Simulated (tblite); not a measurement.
C₃H₄Cl₂ (charge +1 and doublet state).
Structure used (GFN2-xTB), in Å, numbered top down from 1:
```xyz
9
C3H4Cl2 angstrom
C      1.3339    0.2616    0.3587
C      0.1028    0.5375   -0.1289
Cl    -0.2635    2.1060   -0.6969
C     -1.0223   -0.4427   -0.1592
Cl    -0.5042   -2.1268   -0.3854
H      2.1212    0.9995    0.3659
H      1.5662   -0.7114    0.7653
H     -1.5674   -0.4095    0.7968
H     -1.7531   -0.2081   -0.9415
```

Structure optimised with GFN2-xTB, isolated species. This method treats the open shell by occupation alone, without spin polarisation.

Take the most abundant isotopes and a rigid rotor. The values belong to one conformer with, in the numbering `[CH2+:1][C:2]([Cl:3])[CH2:4][Cl:5]`, H–C1–C2–Cl3 -3° and 177°, C1–C2–C4–Cl5 -32°.

(1) What are A, B and C (GHz)?

(2) What kind of rotor is it?

(3) What does the inertial defect say?

(4) Give the other two planar moments, Paa and Pbb, and the rms extents of the mass along the axes.

(5) Estimate the classical rotational partition function at 10 K, 25 K and 500 K.

Answers

(1) Ia = 63.72, Ib = 332.18, Ic = 383.99 u·Å²; 505379 MHz·u·Å²/I gives 7931, 1521 and 1316 MHz, that is A = 7.9314, B = 1.5214, C = 1.3161 GHz.

(2) A near-prolate asymmetric top; Ray's κ = -0.938.

(3) Not planar: Δ = Ic − Ia − Ib = -11.92 u·Å². For a rigid frame Δ = −2 Σ m c², so Σ m c² = 5.96 u·Å² lies off the ab plane: 2.39 from hydrogen and 3.57 from heavier atoms. The atom farthest from that plane is 1.51 Å away.

(4) Paa = Σ m a² = (Ib + Ic − Ia)/2 = 326.23 and Pbb = Σ m b² = (Ia + Ic − Ib)/2 = 57.76 u·Å². With the mass M = 109.97 u, the rms extents √(P/M) along a, b and c are 1.72, 0.72, 0.23 Å.

(5) Point group C1, symmetry number σ = 1; q = (√π/σ)·√((kT/h)³/(ABC)), k/h = 20836.6 MHz/K: 1340 at 10 K, 5290 at 25 K, 473000 at 500 K.

For this open shell read J as N, the rotation without spin; fine and hyperfine splittings come on top. Its GFN2-xTB frequencies are all real (lowest 37 cm⁻¹). Zero-point vibration and centrifugal distortion are left out.

The numbers are calculated, not measured.
